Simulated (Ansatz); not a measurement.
Frontier orbitals of C$_{2}$H$_{2}$O, SMILES `C#CO`.

Cartesian coordinates in Å:
```
C -0.9843 -0.2059 -0.4763
C 0.0500 -0.1162 0.1209
O 1.1550 -0.0836 0.8072
H -1.9003 -0.2801 -1.0093
H 1.6797 0.6859 0.5575
```

The species carries charge 0 and has multiplicity 1. Geometry: relaxed with PBE0-D4/def2-TZVP. It is one conformer, not always the lowest. Basis def2-TZVPP, Ansatz 0.2.0.

```json
{"functional": "LDA (SPW92)", "HOMO (eV)": "-6.16", "LUMO (eV)": "-0.63", "gap (eV)": "5.53"}
{"functional": "PBE", "HOMO (eV)": "-5.97", "LUMO (eV)": "-0.54", "gap (eV)": "5.43"}
{"functional": "revPBE", "HOMO (eV)": "-5.91", "LUMO (eV)": "-0.51", "gap (eV)": "5.40"}
{"functional": "BLYP", "HOMO (eV)": "-5.84", "LUMO (eV)": "-0.63", "gap (eV)": "5.21"}
{"functional": "B97M-V", "HOMO (eV)": "-6.22", "LUMO (eV)": "-0.19", "gap (eV)": "6.03"}
{"functional": "PBE0", "HOMO (eV)": "-7.29", "LUMO (eV)": "0.41", "gap (eV)": "7.70"}
{"functional": "B3LYP", "HOMO (eV)": "-7.06", "LUMO (eV)": "-0.02", "gap (eV)": "7.04"}
{"functional": "r2SCANh", "HOMO (eV)": "-6.71", "LUMO (eV)": "0.50", "gap (eV)": "7.21"}
{"functional": "CAM-B3LYP", "HOMO (eV)": "-8.69", "LUMO (eV)": "1.18", "gap (eV)": "9.87"}
{"functional": "ωB97M-V", "HOMO (eV)": "-9.57", "LUMO (eV)": "1.91", "gap (eV)": "11.48"}
```

(1) What is the vertical ionisation energy at frozen-core CCSD(T)/CBS(def2)? (An estimate is asked.)

## Answers

(1) Ansatz gave: 10.27 eV (T1 of the cation 0.025).

Against PBE, PBE0 changes HOMO and LUMO by −1.31 and +0.95 eV, ωB97M-V by −3.60 and +2.45 eV. A gap of 5.43 eV thus becomes 11.48 eV for the same molecule, so an orbital gap means little without its functional. A positive LUMO is unbound and depends on the basis. −ε(HOMO) differs from that ionisation energy by −4.30 eV with PBE and −0.70 eV with ωB97M-V.

B3LYP here is the variant with VWN-RPA as its local correlation; programs differ in this.
